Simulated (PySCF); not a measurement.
Geometry:
```tsv
atom	x (Å)	y (Å)	z (Å)
Li1	0.536	0.959	-1.177
H2	1.777	0.161	-0.303
Li3	1.039	-0.815	0.900
H4	-0.602	-1.080	1.321
Li5	-1.581	-0.140	0.273
H6	-1.169	0.915	-1.013
```

Geometry: PBE0-D3(BJ)/def2-SVP; GIAO absolute shieldings from PySCF 2.14, gas phase, non-relativistic, averaged over equivalent atoms.

At PBE0/pcSseg-1 (51 basis functions, 1.7 s wall time on 1 thread of an x86-64 server CPU, shared host):
```json
{"atoms": "Li1/Li3/Li5", "σ (ppm)": "86.8"}
{"atoms": "H2/H4/H6", "σ (ppm)": "27.73"}
```

Estimate the result of repeating the calculation with wB97X-D/pcSseg-1.

## Answers


```json
{"atoms": "Li1/Li3/Li5", "σ at wB97X-D/pcSseg-1": "88.1", "change": "+1.3"}
{"atoms": "H2/H4/H6", "σ at wB97X-D/pcSseg-1": "28.05", "change": "+0.32"}
```

The largest change is at Li1/Li3/Li5 (lithium bonded to 2 H). Cost: 51 basis functions, 1.8 s wall time on 1 thread of an x86-64 server CPU, shared host.
